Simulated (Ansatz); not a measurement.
**How the band gap of BHPb2O4 (C2/m, No. 12; structure not from a measured cell) moves with the method**

No measured value is used here.

| level (code) | value (eV) |
|---|---|
| LDA (Ansatz) | 2.87 |
| PBEsol (Ansatz) | (withheld) |
| PBEsol+SOC (Ansatz) | 2.85 (indirect) |
| r²SCAN (Ansatz) | 3.35 |
| HSE06 (Ansatz) | 3.99 |
| PBE0 (Ansatz) | (withheld) |

Task: Some entries are withheld; supply them.

Result: 
- PBEsol (Ansatz, a program for electronic structure), value (eV): 2.92
- PBE0 (Ansatz), value (eV): 4.70

Computed values are for a static lattice. Spin–orbit coupling is included only where a level's name says +SOC; with heavier elements it mostly lowers gaps and can invert bands.  Values are at the PBEsol cell. Cutoffs and k meshes differ between the levels. Ansatz's density-functional and Hartree–Fock values are scalar-relativistic unless marked +SOC, with PAW data made under PBE.
